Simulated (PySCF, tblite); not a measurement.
**CH₄OSi, a cluster model of a defect: NMR shifts, core binding energies and electronic excitations**

What NMR shifts, core binding energies and electronic excitations should one expect for `[CH]O[SiH3]`? It is drawn as: twofold C.

Computed with tblite 0.8.0 and PySCF 2.14.0; each step states its level. No surroundings beyond the atoms listed, unless a continuum is named. Atoms count from 0, parts from 1.

### 1 Starting point

7 atoms, charge 0, multiplicity 1; geometry: distance geometry start.

### 2 Geometry optimisation with GFN2-xTB

Job settings and geometry (Å):

```
{"job": {"kind": "relax", "xc": "GFN2-xTB", "basis": "xTB"}, "charge": 0, "multiplicity": 1}
C      0.226616    -0.325159    -1.937859
O     -1.047300    -0.108075    -1.417617
Si    -1.364123     0.434407     0.226051
H      1.166173    -0.320683    -2.366964
H     -2.773361     0.469648     0.455722
H     -0.822471     1.712386     0.416196
H     -0.782982    -0.468445     1.159869
```

Method: GFN2-xTB geometry optimisation, gas phase.

Command:

```console
$ OMP_NUM_THREADS=1 python cluster_run.py task.json out
```

This one command runs all jobs of the session in turn.

The log of the run:

```text
step      E/eV     max force
  0    -266.94368    4.331
  1    -267.21776    2.120
  2    -267.36217    2.508
  3    -268.11522    6.020
  4    -268.49300    5.589
  5    -268.76027    3.489
  6    -268.89406    3.297
  7    -269.13700    2.833
  8    -269.26003    1.563
  9    -269.30072    0.592
 10    -269.31550    0.289
 11    -269.32139    0.369
 12    -269.33516    0.496
 13    -269.34930    0.717
 14    -269.36550    0.736
 15    -269.37422    0.399
 16    -269.37940    0.218
 17    -269.38205    0.208
 18    -269.38891    0.424
 19    -269.39780    0.550
 20    -269.40561    0.421
 21    -269.40902    0.150
 22    -269.41031    0.110
 23    -269.41124    0.155
 24    -269.41389    0.290
 25    -269.41767    0.341
 26    -269.42208    0.324
 27    -269.42584    0.290
 28    -269.42923    0.168
 29    -269.43146    0.206
 30    -269.43338    0.138
 31    -269.43439    0.068
 32    -269.43468    0.071
 33    -269.43514    0.079
 34    -269.43618    0.142
 35    -269.43846    0.206
 36    -269.44225    0.259
 37    -269.44567    0.207
 38    -269.44794    0.142
 39    -269.44918    0.176
 40    -269.45075    0.182
 41    -269.45449    0.281
 42    -269.46005    0.292
 43    -269.46326    0.200
 44    -269.46535    0.124
 45    -269.46715    0.118
 46    -269.46797    0.306
 47    -269.46994    0.154
 48    -269.47239    0.153
 49    -269.47498    0.106
 50    -269.47682    0.071
 51    -269.47742    0.092
 52    -269.47783    0.070
 53    -269.47826    0.079
 54    -269.47868    0.052
 55    -269.47895    0.051
 56    -269.47906    0.022
 57    -269.47910    0.016
 58    -269.47912    0.017
 59    -269.47917    0.016
 60    -269.47919    0.011
 61    -269.47920    0.004
```

Run time: 0.77 s. Hardware: 1 thread of Arm Neoverse V1, shared host.

Step by step:

| step | energy from step 0 (eV) | largest force (eV/Å) |
| --- | --- | --- |
| 0 | 0.0000 | 4.3317 |
| 2 | -0.4185 | 2.5078 |
| 4 | -1.5493 | 5.5890 |
| 6 | -1.9504 | 3.2970 |
| 8 | -2.3163 | 1.5628 |
| 10 | -2.3718 | 0.2889 |
| 12 | -2.3915 | 0.4962 |
| 14 | -2.4218 | 0.7359 |
| 16 | -2.4357 | 0.2175 |
| 18 | -2.4452 | 0.4243 |
| 20 | -2.4619 | 0.4213 |
| 22 | -2.4666 | 0.1091 |
| 24 | -2.4702 | 0.2903 |
| 26 | -2.4784 | 0.3240 |
| 28 | -2.4856 | 0.1680 |
| 30 | -2.4897 | 0.1376 |
| 32 | -2.4910 | 0.0711 |
| 34 | -2.4925 | 0.1418 |
| 36 | -2.4986 | 0.2584 |
| 38 | -2.5043 | 0.1423 |
| 40 | -2.5071 | 0.1821 |
| 42 | -2.5164 | 0.2925 |
| 44 | -2.5217 | 0.1237 |
| 46 | -2.5243 | 0.3056 |
| 48 | -2.5287 | 0.1532 |
| 50 | -2.5331 | 0.0719 |
| 52 | -2.5342 | 0.0700 |
| 54 | -2.5350 | 0.0515 |
| 56 | -2.5354 | 0.0217 |
| 58 | -2.5354 | 0.0176 |
| 60 | -2.5355 | 0.0109 |
| 61 | -2.5355 | 0.0042 |

Close pairs (by a distance rule), those that changed most:

| bond | before (Å) | after (Å) | change (Å) |
| --- | --- | --- | --- |
| C0–O1 | 1.393 | 1.272 | -0.121 |
| O1–Si2 | 1.760 | 1.658 | -0.102 |
| C0–H3 | 1.033 | 1.124 | +0.091 |
| Si2–H5 | 1.401 | 1.464 | +0.063 |
| Si2–H6 | 1.423 | 1.455 | +0.032 |
| Si2–H4 | 1.428 | 1.455 | +0.027 |

### 3 Geometry optimisation at PBE0-D3(BJ)/def2-SVP

Job settings and geometry (Å):

```
{"job": {"xc": "PBE0", "basis": "def2-SVP", "d3": "d3bj", "grid": 2, "kind": "geom", "shake": 0.01}, "charge": 0, "multiplicity": 1}
C      0.780848    -0.760739    -1.602033
O     -0.011267    -0.710267    -0.592728
Si    -0.471127     0.179149     0.728540
H      1.434301     0.189109    -1.658768
H     -1.867601     0.375675     0.447211
H      0.276438     1.448617     0.852722
H     -0.110974    -0.755547     1.802208
```

The log of the run:

```text
step   0  E = -404.68003890  max force = 0.020631
step   1  E = -404.68707669  max force = 0.004953
step   2  E = -404.68759214  max force = 0.004821
step   3  E = -404.68799816  max force = 0.005229
step   4  E = -404.68810045  max force = 0.002059
step   5  E = -404.68811954  max force = 0.000996
step   6  E = -404.68812503  max force = 0.000345
optimisation converged
```

Wall time 12 s (1 thread of Arm Neoverse V1, shared host); peak memory 0.35 GiB.

Relaxation path:

```csv
step,energy from step 0 (eV),largest force component (eV/Å)
0,0.0000,1.0609
1,-0.1915,0.2547
2,-0.2055,0.2479
3,-0.2166,0.2689
4,-0.2194,0.1059
5,-0.2199,0.0512
6,-0.2200,0.0177
```

Close pairs (by a distance rule), those that changed most:

```csv
bond,before (Å),after (Å),change (Å)
O1–Si2,1.658,1.726,+0.068
Si2–H4,1.438,1.485,+0.047
C0–O1,1.284,1.301,+0.017
Si2–H6,1.468,1.486,+0.017
Si2–H5,1.478,1.492,+0.014
C0–H3,1.154,1.141,-0.013
```

The final coordinates are the input of the step that follows.

```csv
at the end point,value
point group (found at 0.08 Å tolerance),Cs
"rotational constants (GHz, main isotopes)","43.093, 6.076, 5.687"
dipole moment (D),3.76
```

### 4 NMR shieldings: PBE0/pcSseg-2

Job settings and geometry (Å):

```
{"job": {"kind": "nmr", "xc": "PBE0", "basis": "pcSseg-2"}, "charge": 0, "multiplicity": 1}
C      0.841382    -0.684725    -1.632657
O     -0.033786    -0.861649    -0.685920
Si    -0.449624     0.117419     0.672847
H      1.344261     0.318333    -1.423432
H     -1.897918     0.424432     0.556330
H      0.399002     1.342524     0.601423
H     -0.172699    -0.690232     1.888483
```

Method: GIAO PBE0/pcSseg-2 NMR shielding, non-relativistic, gas phase.

The log of the run:

```text
coarse grid: 6280 points
cycle   1  E = -404.8799350183  dE =  1.028e-01  |g| = 5.459e-01  |ddm| = 1.864e+00
cycle   2  E = -404.7640816638  dE =  1.159e-01  |g| = 9.565e-01  |ddm| = 7.567e-01
cycle   3  E = -404.9287542868  dE = -1.647e-01  |g| = 9.351e-02  |ddm| = 4.736e-01
cycle   4  E = -404.9304814504  dE = -1.727e-03  |g| = 2.636e-02  |ddm| = 8.463e-02
cycle   5  E = -404.9306348054  dE = -1.534e-04  |g| = 6.297e-03  |ddm| = 2.951e-02
cycle   6  E = -404.9306439780  dE = -9.173e-06  |g| = 1.099e-03  |ddm| = 7.460e-03
final grid: 55832 points
cycle   7  E = -404.9318025607  dE = -2.202e-05  |g| = 6.856e-03  |ddm| = 1.624e-02
cycle   8  E = -404.9317850408  dE =  1.752e-05  |g| = 1.188e-02  |ddm| = 8.514e-03
cycle   9  E = -404.9318109499  dE = -2.591e-05  |g| = 8.901e-04  |ddm| = 5.041e-03
cycle  10  E = -404.9318111092  dE = -1.592e-07  |g| = 1.889e-04  |ddm| = 9.426e-04
cycle  11  E = -404.9318111182  dE = -9.070e-09  |g| = 4.318e-05  |ddm| = 2.374e-04
cycle  12  E = -404.9318111186  dE = -3.409e-10  |g| = 4.081e-06  |ddm| = 4.018e-05
converged SCF energy = -404.9318111186

GIAO shielding tensors (ppm)
atom      isotropic    diamagn.    paramagn.     s11        s22        s33       span
  0 C     -451.365     243.788    -695.153  -1320.824    -85.800     52.528   1373.352
  1 O     -264.087     391.718    -655.805   -848.367   -254.468    310.573   1158.941
  2 Si     344.913     877.423    -532.510    239.620    363.620    431.500    191.880
  3 H       11.978      31.216     -19.238    -16.722     23.279     29.378     46.101
  4 H       25.420      28.525      -3.105     23.523     25.036     27.700      4.178
  5 H       26.962      29.287      -2.324     24.259     26.074     30.554      6.295
  6 H       25.456      28.527      -3.071     23.577     25.020     27.769      4.192
```

Run time: 10 s. Hardware: 1 thread of Arm Neoverse V1, shared host; peak memory 0.69 GiB.

The references, computed at this level on geometries of the same kind, shield at (ppm): 1H TMS 31.25, 13C TMS 184.1, 29Si TMS 341.3, 17O H2O 328.2. Their shielding less the atom's gives the shift. The references are single molecules in the gas phase, so shifts against H2O, NH3, PH3, H3PO4 or CFCl3 are not on the usual liquid scales and can be off by tens of ppm. Atoms listed in one row are averaged.

| atoms | environment | σ (ppm) | δ (ppm) |
| --- | --- | --- | --- |
| C0 | carbon bonded to O, H | -451.4 | 635.5 |
| H3 | hydrogen on a carbon bonded to O | 11.98 | 19.27 |
| H4, H6 | hydrogen on a silicon bonded to O | 25.44 | 5.81 |
| H5 | hydrogen on a silicon bonded to O | 26.96 | 4.28 |
| O1 | oxygen bonded to C, Si | -264.1 | 592.2 |
| Si2 | silicon bonded to O, 3 H | 344.9 | -3.6 |

Charges from the same density, by scheme (e):

```csv
atoms,Mulliken,IAO,Hirshfeld,ESP fit
C0,0.04,-0.10,-0.08,-0.51
O1,-0.42,-0.45,-0.16,-0.08
Si2,0.76,0.83,0.43,0.84
```

Mayer bond orders: C0–O1 1.34, O1–Si2 0.76.

### 5 Core holes by ΔSCF: SCAN, X2C

Settings changed since step 4:

```diff
@@ -1,2 +1,2 @@
-{"job": {"kind": "nmr", "xc": "PBE0", "basis": "pcSseg-2"}, "charge": 0, "multiplicity": 1}
+{"job": {"kind": "xps", "holes": 5}, "charge": 0, "multiplicity": 1}
 C      0.841382    -0.684725    -1.632657
```

With the program's defaults for keys left out, this is: delta-SCF UKS SCAN, pcX-2 on the ionised atom, pcseg-1 elsewhere, spin-free X2C.

The log of the run:

```text
ground state, core basis on atom 0 (C), 97 functions
  cycle   1  E = -405.62420807  |g| = 4.92e-01
  cycle   2  E = -405.45601645  |g| = 1.05e+00
  cycle   3  E = -405.66612371  |g| = 1.31e-01
  cycle   4  E = -405.66977621  |g| = 4.95e-02
  cycle   5  E = -405.67044876  |g| = 8.00e-03
  cycle   6  E = -405.67046337  |g| = 1.80e-03
  cycle   7  E = -405.67046642  |g| = 4.65e-04
  E(ground) = -405.70537703 Eh
hole in C 1s of atom 0
  cycle   1  E = -394.35866500  |g| = 1.46e+00
  cycle   2  E = -391.99010029  |g| = 2.34e+00
  cycle   3  E = -394.67840192  |g| = 5.98e-01
  cycle   4  E = -394.85202156  |g| = 2.85e-01
  cycle   5  E = -394.90210210  |g| = 8.37e-02
  cycle   6  E = -394.90380431  |g| = 9.34e-02
  cycle   7  E = -394.90718951  |g| = 2.52e-02
  cycle   8  E = -394.90773983  |g| = 9.32e-03
  cycle   9  E = -394.90793719  |g| = 6.92e-03
  cycle  10  E = -394.90800989  |g| = 2.30e-03
  cycle  11  E = -394.90802124  |g| = 1.45e-03
  cycle  12  E = -394.90802941  |g| = 1.45e-03
  cycle  13  E = -394.90802205  |g| = 1.36e-03
  cycle  14  E = -394.90799498  |g| = 8.92e-04
  cycle  15  E = -394.90799120  |g| = 5.43e-04
  cycle  16  E = -394.90799155  |g| = 1.89e-04
  E(ion) = -394.94213453 Eh   <S^2> = 0.9432   hole on atom = 1.000   binding energy = 292.883 eV
ground state, core basis on atom 1 (O), 97 functions
  cycle   1  E = -405.70002182  |g| = 1.09e-01
  cycle   2  E = -405.69735518  |g| = 1.36e-01
  cycle   3  E = -405.70007957  |g| = 5.96e-02
  cycle   4  E = -405.70070667  |g| = 8.37e-03
  cycle   5  E = -405.70072868  |g| = 1.43e-03
  cycle   6  E = -405.70072801  |g| = 1.51e-04
  E(ground) = -405.73342516 Eh
hole in O 1s of atom 1
  cycle   1  E = -385.03141493  |g| = 2.23e+00
  cycle   2  E = -384.47632574  |g| = 2.27e+00
  cycle   3  E = -385.79188813  |g| = 4.59e-01
  cycle   4  E = -385.84863456  |g| = 1.35e-01
  cycle   5  E = -385.85589028  |g| = 3.28e-02
  cycle   6  E = -385.85644694  |g| = 7.34e-03
  cycle   7  E = -385.85647474  |g| = 1.57e-03
  cycle   8  E = -385.85647643  |g| = 5.60e-04
  cycle   9  E = -385.85647805  |g| = 5.38e-04
  cycle  10  E = -385.85647916  |g| = 5.63e-04
  cycle  11  E = -385.85647706  |g| = 1.11e-04
  E(ion) = -385.88900144 Eh   <S^2> = 0.7639   hole on atom = 1.000   binding energy = 539.994 eV
ground state, core basis on atom 2 (Si), 108 functions
  cycle   1  E = -405.76383827  |g| = 3.06e-01
  cycle   2  E = -405.75673702  |g| = 2.23e-01
  cycle   3  E = -405.75610797  |g| = 2.25e-01
  cycle   4  E = -405.76588060  |g| = 2.16e-02
  cycle   5  E = -405.76597660  |g| = 4.40e-03
  cycle   6  E = -405.76598265  |g| = 6.63e-04
  cycle   7  E = -405.76598312  |g| = 1.99e-04
  E(ground) = -405.76001910 Eh
hole in Si 2p of atom 2
  cycle   1  E = -401.44539762  |g| = 1.23e+00
  cycle   2  E = -400.28703369  |g| = 1.53e+00
  cycle   3  E = -401.13334896  |g| = 1.07e+00
  cycle   4  E = -401.71477523  |g| = 2.79e-01
  cycle   5  E = -401.73746418  |g| = 2.67e-01
  cycle   6  E = -401.76443432  |g| = 3.10e-02
  cycle   7  E = -401.76497600  |g| = 7.66e-03
  cycle   8  E = -401.76501635  |g| = 1.43e-03
  cycle   9  E = -401.76501980  |g| = 7.18e-04
  cycle  10  E = -401.76502004  |g| = 2.95e-04
  E(ion) = -401.77069438 Eh   <S^2> = 0.7611   hole on atom = 1.002   binding energy = 108.555 eV
  2p3/2 = 108.289 eV   2p1/2 = 108.916 eV
```

Run time: 11 s. Hardware: 1 thread of Arm Neoverse V1, shared host; peak memory 0.44 GiB.

The holes in one table. −ε is the ground-state orbital energy:

| hole | stands for | environment | ΔSCF (eV; 2p as the shell's mean) | −ε (eV) | ⟨S²⟩ |
| --- | --- | --- | --- | --- | --- |
| C1s on C0 | C0 | carbon bonded to O, H | 292.88 (doubtful) | 275.4 | 0.943 |
| O1s on O1 | O1 | oxygen bonded to C, Si | 539.99 | 518.4 | 0.764 |
| Si2p on Si2 | Si2 | silicon bonded to O, 3 H | 108.50 | 97.6 | 0.761 |

Doubtful: the ion did not converge, its hole moved, or its ⟨S²⟩ is well above 0.75.

With the spin-orbit splitting: Si2 2p3/2 108.29, 2p1/2 108.92 eV. The table gives each 2p level as the mean over the whole 2p shell (two parts 2p3/2, one part 2p1/2), which differs a little from the single hole in the log.

### 6 TDDFT and polarisability: CAM-B3LYP/def2-SVPD

Settings changed since step 5:

```diff
@@ -1,2 +1,2 @@
-{"job": {"kind": "xps", "holes": 5}, "charge": 0, "multiplicity": 1}
+{"job": {"kind": "uv", "xc": "CAM-B3LYP", "basis": "def2-SVPD", "nstates": 6, "ntriplets": 2, "ip": true}, "charge": 0, "multiplicity": 1}
 C      0.841382    -0.684725    -1.632657
```

Method: TDDFT CAM-B3LYP/def2-SVPD, vertical, gas phase, core orbitals frozen in the response.

The log of the run:

```text
coarse grid: 6280 points
cycle   1  E = -404.7968455845  dE =  6.240e-02  |g| = 5.171e-01  |ddm| = 2.966e+00
cycle   2  E = -404.7523472142  dE =  4.450e-02  |g| = 7.342e-01  |ddm| = 1.214e+00
cycle   3  E = -404.8495680601  dE = -9.722e-02  |g| = 5.944e-02  |ddm| = 5.532e-01
cycle   4  E = -404.8503866546  dE = -8.186e-04  |g| = 1.174e-02  |ddm| = 1.048e-01
cycle   5  E = -404.8504284652  dE = -4.181e-05  |g| = 3.676e-03  |ddm| = 4.878e-02
cycle   6  E = -404.8504327619  dE = -4.297e-06  |g| = 8.772e-04  |ddm| = 1.052e-02
final grid: 55832 points
cycle   7  E = -404.9129196731  dE = -6.116e-06  |g| = 1.151e-03  |ddm| = 2.001e-02
cycle   8  E = -404.9129196608  dE =  1.227e-08  |g| = 1.242e-03  |ddm| = 2.943e-03
cycle   9  E = -404.9129199678  dE = -3.070e-07  |g| = 2.567e-04  |ddm| = 1.397e-03
cycle  10  E = -404.9129199793  dE = -1.148e-08  |g| = 7.068e-05  |ddm| = 5.312e-04
cycle  11  E = -404.9129199807  dE = -1.380e-09  |g| = 8.419e-06  |ddm| = 1.304e-04
cycle  12  E = -404.9129199807  dE = -3.172e-11  |g| = 2.885e-06  |ddm| = 3.442e-05
converged SCF energy = -404.9129199807

Static polarisability (au): isotropic 45.378, principal 39.101 42.678 54.356

Singlet excitations
state   eV       nm        f      main configurations
  1   2.3472    528.2   0.00455   H->L 0.99
  2   4.9315    251.4   0.01591   H->L+1 0.92
  3   6.0223    205.9   0.07356   H->L+2 0.80
  4   6.1908    200.3   0.00003   H->L+3 0.97
  5   6.5269    190.0   0.02418   H->L+4 0.88, H->L+2 0.08
  6   6.9528    178.3   0.04216   H->L+5 0.90

Triplet excitations (Tamm-Dancoff, eV): 0.9369 4.6442
Vertical ionisation energy (delta-SCF) = 8.6452 eV
Vertical electron affinity (delta-SCF) = -0.4908 eV
```

Wall time 14 s (1 thread of Arm Neoverse V1, shared host); peak memory 0.46 GiB.

The orbitals next to the gap, with their largest atomic shares:

```
orbital      eV                       atoms
 HOMO−3  -13.18  O1 41 %, C0 24 %, Si2 13 %
 HOMO−2  -11.76  Si2 31 %, H5 27 %, O1 21 %
 HOMO−1  -11.74  Si2 35 %, H6 24 %, H4 19 %
   HOMO   -7.46   C0 59 %, O1 23 %, H3 14 %
   LUMO   -0.32   C0 57 %, O1 28 %, H3 11 %
 LUMO+1    0.41  Si2 45 %, H5 12 %, H6 12 %
 LUMO+2    0.96  Si2 61 %, H4 11 %, H6 11 %
```

With each of the 6 states as a Gaussian band of 0.4 eV half-width at 1/e, the curve within the window shown has maxima at 528 nm (ε 180), 251 nm (ε 650), 204 nm (ε 3,200), 182 nm (ε 2,200) L/(mol cm). Beyond the last state computed it falls off for lack of states. The curve at chosen wavelengths:

```tsv
nm	ε (L/mol/cm)
171	1009
193	2297
214	2199
236	410
257	601
279	147
300	12
322	0
343	0
365	0
386	2
408	9
429	29
451	67
472	113
494	156
515	180
537	183
558	167
580	140
601	111
623	83
644	61
666	42
687	29
709	20
```

Further results of this job:

| property | computed |
| --- | --- |
| dipole moment (D) | 3.81 |
| polarisability (Å³) | 6.72 |
| HOMO–LUMO gap (eV) | 7.14 |
| −ε(HOMO) (eV) | 7.46 |

### 7 Outcome

```
                                                              quantity                                             value
                                                           point group                                                Cs
                                  rotational constants (main isotopes)                             43.09, 6.08, 5.69 GHz
                                13C shifts against TMS (PBE0/pcSseg-2)                                         635.5 ppm
1H shifts against TMS (PBE0/pcSseg-2, means over atoms taken as alike)                             19.27, 5.81, 4.28 ppm
                                17O shifts against H2O (PBE0/pcSseg-2)                                         592.2 ppm
                               29Si shifts against TMS (PBE0/pcSseg-2)                                          -3.6 ppm
                                      O1s binding energies, SCAN/pcX-2                                      O1 539.99 eV
                                     Si2p binding energies, SCAN/pcX-2                                     Si2 108.50 eV
                                  lowest singlet (CAM-B3LYP/def2-SVPD)                       2.35 eV (528 nm), f = 0.005
                              brightest single state of those computed                       state 3, 6.02 eV, f = 0.074
                                                        lowest triplet                                           0.94 eV
                                     vertical ionisation energy (ΔSCF)                                           8.65 eV
                                     vertical electron affinity (ΔSCF)  -0.49 eV (unbound: the value hangs on the basis)
```

The optimisation took 6 steps and gained 0.220 eV; among the close pairs (by a distance rule), O1–Si2 changed most, from 1.658 to 1.726 Å (PBE0/def2-SVP). At PBE0/pcSseg-2: The largest span, 1373 ppm, is at C0, where the paramagnetic term is -695 ppm. The lowest singlet, at 2.35 eV, is HOMO→LUMO 0.99 and is weak; of the 6 states computed, the strongest absorption comes from state 3 at 6.02 eV (the last state computed is bright too, and its partners may lie past the list). The lowest triplet lies 1.41 eV below the lowest singlet (triplets in Tamm-Dancoff, singlets in full TDDFT). ΔSCF puts the ionisation energy at 8.65 eV, 1.19 eV above −ε(HOMO).
